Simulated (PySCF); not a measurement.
PySCF input (B3PW91/6-31G* (5d)):

```python
from pyscf import gto, dft

mol = gto.M(
    atom='''
    C     0.05713489    0.62201518    0.05144694
    N    -0.00528734   -0.81344612    0.05212403
    H    -0.94857585    1.06891843    0.03510111
    H    -0.51054075   -1.09359063   -0.79570070
    H     0.58587122    0.98412688    0.93348780
    H     0.56744742    1.00257708   -0.84643810
    ''',
    basis='6-31g*',
    charge=0,
    spin=1,
    verbose=4,
)

mf = dft.UKS(mol, xc='b3pw91')
mf.grids.level = 3
mf.conv_tol = 1e-9
mf.max_cycle = 100
mf.max_memory = 1500
mf.kernel()
if not mf.converged:
    mf = mf.newton()
    mf.kernel(mf.make_rdm1())
mo, _, stable, _ = mf.stability(return_status=True)
if not stable:
    mf.kernel(mf.make_rdm1(mo, mf.mo_occ))
    stable = mf.stability(return_status=True)[2]
mf.dip_moment()
```

From the last part of the output:

```
  HOMO = -0.262035716839  LUMO = -0.0764323226497  gap/eV = 5.05053
cycle= 5 E= -95.1524655434878  delta_E= -4.21e-05  |g|= 0.005  |ddm|= 0.013
  alpha nocc = 9  HOMO = -0.26756619002342  LUMO = 0.103922465614104
  beta  nocc = 8  HOMO = -0.261468369234547  LUMO = -0.0757228829408265
  HOMO = -0.261468369235  LUMO = -0.0757228829408  gap/eV = 5.05439
cycle= 6 E= -95.1524789041456  delta_E= -1.34e-05  |g|= 0.000659  |ddm|= 0.00424
  alpha nocc = 9  HOMO = -0.267523265016226  LUMO = 0.103971782365146
  beta  nocc = 8  HOMO = -0.261348238751582  LUMO = -0.0756050390021441
  HOMO = -0.261348238752  LUMO = -0.0756050390021  gap/eV = 5.05433
cycle= 7 E= -95.1524793769217  delta_E= -4.73e-07  |g|= 0.000193  |ddm|= 0.00122
  alpha nocc = 9  HOMO = -0.267543255348274  LUMO = 0.103953073242915
  beta  nocc = 8  HOMO = -0.26135022124687  LUMO = -0.0756249707854848
  HOMO = -0.261350221247  LUMO = -0.0756249707855  gap/eV = 5.05384
cycle= 8 E= -95.1524794220594  delta_E= -4.51e-08  |g|= 4.13e-05  |ddm|= 0.000455
  alpha nocc = 9  HOMO = -0.26753971489416  LUMO = 0.103955363392605
  beta  nocc = 8  HOMO = -0.261344340097672  LUMO = -0.0756221687232128
  HOMO = -0.261344340098  LUMO = -0.0756221687232  gap/eV = 5.05376
cycle= 9 E= -95.152479424443  delta_E= -2.38e-09  |g|= 1.06e-05  |ddm|= 0.000121
  alpha nocc = 9  HOMO = -0.267540224103486  LUMO = 0.103953177996511
  beta  nocc = 8  HOMO = -0.261344032898916  LUMO = -0.0756236378438389
  HOMO = -0.261344032899  LUMO = -0.0756236378438  gap/eV = 5.05371
cycle= 10 E= -95.152479424556  delta_E= -1.13e-10  |g|= 2.66e-06  |ddm|= 2.36e-05
  alpha nocc = 9  HOMO = -0.267540329927509  LUMO = 0.10395330044764
  beta  nocc = 8  HOMO = -0.261344214094866  LUMO = -0.0756235162140624
  HOMO = -0.261344214095  LUMO = -0.0756235162141  gap/eV = 5.05372
Extra cycle  E= -95.1524794245645  delta_E= -8.47e-12  |g|= 1.11e-06  |ddm|= 5.56e-06
converged SCF energy = -95.1524794245645  <S^2> = 0.75344269  2S+1 = 2.0034397
uhf_internal: lowest eigs of H = [0.15885958 0.46602032 0.54377473]
<class 'pyscf.dft.uks.UKS'> wavefunction is stable in the internal stability analysis
Dipole moment(X, Y, Z, Debye): -0.70423,  1.37670, -1.31470
```
